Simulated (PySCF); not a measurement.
H2O2, charge +3, doublet, at a GFN2-xTB geometry of the parent state (a state made from the parent by changing its charge; the spin is typed, not shown lowest); PySCF with MP2/6-31G.

Here is a job for PySCF.
```python
from pyscf import gto, scf, mp

mol = gto.M(
    atom='''
O    -0.590657   -0.019005    0.259309
O     0.590657    0.019005   -0.259309
H    -1.289471   -0.034173   -0.463518
H     1.289471    0.034173    0.463518
''',
    basis='6-31g',
    charge=3,
    spin=1,
    verbose=4,
)

mf = scf.UHF(mol)
mf.kernel()

pt = mp.MP2(mf)
pt.kernel()
print('E(MP2) = %.10f' % pt.e_tot)
mf.analyze()
```

Output, abridged:

```
PySCF version 2.14.0

[INPUT] verbose = 4
[INPUT] num. atoms = 4
[INPUT] num. electrons = 15
[INPUT] charge = 3
[INPUT] spin (= nelec alpha-beta = 2S) = 1
[INPUT] symmetry False subgroup None
[INPUT] Mole.unit = angstrom
[INPUT] Symbol           X                Y                Z      unit          X                Y                Z       unit  Magmom
[INPUT]  1 O     -0.590657000000  -0.019005000000   0.259309000000 AA   -1.116179963557  -0.035914244997   0.490022991635 Bohr   0.0
[INPUT]  2 O      0.590657000000   0.019005000000  -0.259309000000 AA    1.116179963557   0.035914244997  -0.490022991635 Bohr   0.0
[INPUT]  3 H     -1.289471000000  -0.034173000000  -0.463518000000 AA   -2.436747035569  -0.064577610855  -0.875922073806 Bohr   0.0
[INPUT]  4 H      1.289471000000   0.034173000000   0.463518000000 AA    2.436747035569   0.064577610855   0.875922073806 Bohr   0.0

nuclear repulsion = 39.3281756076488
number of shells = 14
number of NR pGTOs = 52
number of NR cGTOs = 22
basis = 6-31g
ecp = {}

******** <class 'pyscf.scf.uhf.UHF'> ********
method = UHF
initial guess = minao
damping factor = 0
level_shift factor = 0
DIIS = <class 'pyscf.scf.diis.CDIIS'>
diis_start_cycle = 1
diis_space = 8
diis_damp = 0
SCF conv_tol = 1e-09
SCF conv_tol_grad = None
SCF max_cycles = 50
direct_scf = True
direct_scf_tol = 1e-13
number electrons alpha = 8  beta = 7
Set gradient conv threshold to 3.16228e-05
init E= -150.876839508559

cycle= 1 E= -147.813701656055  delta_E= 3.06  |g|= 0.88  |ddm|= 1.37
cycle= 2 E= -148.147700227048  delta_E= -0.334  |g|= 0.22  |ddm|= 0.75
cycle= 3 E= -148.171064515794  delta_E= -0.0234  |g|= 0.0543  |ddm|= 0.191
cycle= 4 E= -148.176693375795  delta_E= -0.00563  |g|= 0.0346  |ddm|= 0.0882
cycle= 5 E= -148.180705708262  delta_E= -0.00401  |g|= 0.0176  |ddm|= 0.102
cycle= 6 E= -148.181798644429  delta_E= -0.00109  |g|= 0.00465  |ddm|= 0.0693
cycle= 7 E= -148.181849980431  delta_E= -5.13e-05  |g|= 0.00111  |ddm|= 0.0141
cycle= 8 E= -148.181852340777  delta_E= -2.36e-06  |g|= 0.000227  |ddm|= 0.00298
cycle= 9 E= -148.181852411659  delta_E= -7.09e-08  |g|= 7.86e-05  |ddm|= 0.000617
cycle= 10 E= -148.181852426493  delta_E= -1.48e-08  |g|= 3.2e-05  |ddm|= 0.000369
cycle= 11 E= -148.181852428685  delta_E= -2.19e-09  |g|= 7.86e-06  |ddm|= 0.000134
cycle= 12 E= -148.181852428814  delta_E= -1.29e-10  |g|= 1.37e-06  |ddm|= 2.6e-05
Extra cycle  E= -148.181852428816  delta_E= -2.16e-12  |g|= 7.13e-07  |ddm|= 1.36e-06
converged SCF energy = -148.181852428816  <S^2> = 0.80807822  2S+1 = 2.0572586

******** <class 'pyscf.mp.ump2.UMP2'> ********
nocc = (np.int64(8), np.int64(7)), nmo = (22, 22)
E(UMP2) = -148.530207388626  E_corr = -0.348354959809614
E(SCS-UMP2) = -148.518757049767  E_corr = -0.336904620950501
E_corr(same-spin) = -0.0936015355627336
E_corr(oppo-spin) = -0.25475342424688
E(MP2) = -148.5302073886
**** SCF Summaries ****
Total Energy =                        -148.181852428816256
Nuclear Repulsion Energy =              39.328175607648781
One-electron Energy =                 -262.096380874457623
Two-electron Energy =                   74.586352837992607
Two-electron Coulomb Energy =           90.256184419250815
DFT Exchange-Correlation Energy =      -15.669831581258208
**** MO energy ****
                             alpha | beta                alpha | beta
MO #1   energy= -22.1420934460704  | -22.1165682217211  occ= 1 | 1
MO #2   energy= -22.141322741865   | -22.1158277708014  occ= 1 | 1
MO #3   energy= -2.9282917514522   | -2.87762781417381  occ= 1 | 1
MO #4   energy= -2.50477239118614  | -2.41017989196228  occ= 1 | 1
MO #5   energy= -2.11402724579465  | -2.03169622490587  occ= 1 | 1
MO #6   energy= -2.05451847016509  | -1.88872435791467  occ= 1 | 1
MO #7   energy= -1.91984213693522  | -1.8263229379171   occ= 1 | 1
MO #8   energy= -1.85185749903908  | -1.23262663855548  occ= 1 | 0
MO #9   energy= -1.26237526767979  | -1.22463017894729  occ= 0 | 0
MO #10  energy= -0.929923061203219 | -0.850433456332332 occ= 0 | 0
MO #11  energy= -0.700982830843843 | -0.689714278972061 occ= 0 | 0
MO #12  energy= -0.671715767059014 | -0.664372096148117 occ= 0 | 0
MO #13  energy= -0.0602543193213214 | -0.020770895378456 occ= 0 | 0
MO #14  energy= -0.0585979046073466 | -0.0125719310357902 occ= 0 | 0
MO #15  energy= -0.0315220092156855 | 0.0121005814430069 occ= 0 | 0
MO #16  energy= 0.00637761213523225 | 0.0493456036645774 occ= 0 | 0

To work with the spin densities directly, `use mulliken_meta_spin()` only printing them here.

 ** Mulliken spin pop alpha/beta on meta-lowdin orthogonal AOs **
 ** Mulliken Spin Density (per AO)  **
spin_pop of  0 O 1s       -0.00000
spin_pop of  0 O 2s        0.01401
spin_pop of  0 O 3s        0.00141
spin_pop of  0 O 2px      -0.03065
spin_pop of  0 O 2py      -0.00078
spin_pop of  0 O 2pz       0.51166
spin_pop of  0 O 3px       0.00104
spin_pop of  0 O 3py       0.00084
spin_pop of  0 O 3pz       0.01146
spin_pop of  1 O 1s       -0.00000
spin_pop of  1 O 2s        0.01401
spin_pop of  1 O 3s        0.00141
spin_pop of  1 O 2px      -0.03065
spin_pop of  1 O 2py      -0.00078
spin_pop of  1 O 2pz       0.51166
spin_pop of  1 O 3px       0.00104
spin_pop of  1 O 3py       0.00084
spin_pop of  1 O 3pz       0.01146
spin_pop of  2 H 1s       -0.00939
spin_pop of  2 H 2s        0.00040
spin_pop of  3 H 1s       -0.00939
spin_pop of  3 H 2s        0.00040
 ** Mulliken Spin Density (per atom)  **
spin density of  0 O =      0.50899
spin density of  1 O =      0.50899
spin density of  2 H =     -0.00899
spin density of  3 H =     -0.00899
 ** Mulliken pop alpha/beta on meta-lowdin orthogonal AOs **
 ** Mulliken pop       alpha | beta **
pop of  0 O 1s        1.00000 | 1.00000
pop of  0 O 2s        0.85228 | 0.83827
pop of  0 O 3s        0.00358 | 0.00216
pop of  0 O 2px       0.57021 | 0.60086
pop of  0 O 2py       0.49630 | 0.49708
pop of  0 O 2pz       0.88580 | 0.37414
pop of  0 O 3px       0.01042 | 0.00938
pop of  0 O 3py       0.00375 | 0.00291
pop of  0 O 3pz       0.01297 | 0.00152
pop of  1 O 1s        1.00000 | 1.00000
pop of  1 O 2s        0.85228 | 0.83827
pop of  1 O 3s        0.00358 | 0.00216
pop of  1 O 2px       0.57021 | 0.60086
pop of  1 O 2py       0.49630 | 0.49708
pop of  1 O 2pz       0.88580 | 0.37414
pop of  1 O 3px       0.01042 | 0.00938
pop of  1 O 3py       0.00375 | 0.00291
pop of  1 O 3pz       0.01297 | 0.00152
pop of  2 H 1s        0.15126 | 0.16065
pop of  2 H 2s        0.01344 | 0.01304
pop of  3 H 1s        0.15126 | 0.16065
pop of  3 H 2s        0.01344 | 0.01304
In total             8.00000 | 7.00000
 ** Mulliken atomic charges   ( Nelec_alpha | Nelec_beta ) **
charge of  0O =      0.83838  (     3.83530      3.32632 )
charge of  1O =      0.83838  (     3.83530      3.32632 )
charge of  2H =      0.66162  (     0.16470      0.17368 )
charge of  3H =      0.66162  (     0.16470      0.17368 )

WARN: System has nonzero charge 3; the dipole moment is origin-dependent.
Location of origin: [0. 0. 0.]

Dipole moment(X, Y, Z, Debye):  0.00000,  0.00000, -0.00000
```
